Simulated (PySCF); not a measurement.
**Name the molecule from its bond curve**

A diatomic of charge 0 contains O. Its doublet curve at PBE0 in a double-zeta basis (no relativity, PySCF), in eV from the separated fragments:

R (Å), E (eV) and a bar:
```
    1.476     -3.055 #######################
    1.544     -3.314 ##########
    1.613     -3.458 ###
    1.665     -3.510 #
    1.716     -3.525 
    1.768     -3.510 #
    1.836     -3.454 ###
    1.922     -3.343 #########
    2.025     -3.169 #################
    2.162     -2.898 ##############################
```

The fit gives ωe = 793 cm⁻¹ and the rotational constant Bₑ = 1.177 cm⁻¹.

Q: Which atom is the partner?

A: The minimum lies at 1.714 Å, so the reduced mass is 16.8576 u Å² cm⁻¹/(Bₑ·Re²) = 4.875 u. With O at 15.99 u the partner weighs about 7.0 u: Li. The molecule is LiO.

The state is the lowest determinant that a PBE0 search found; another state may lie lower at other levels.
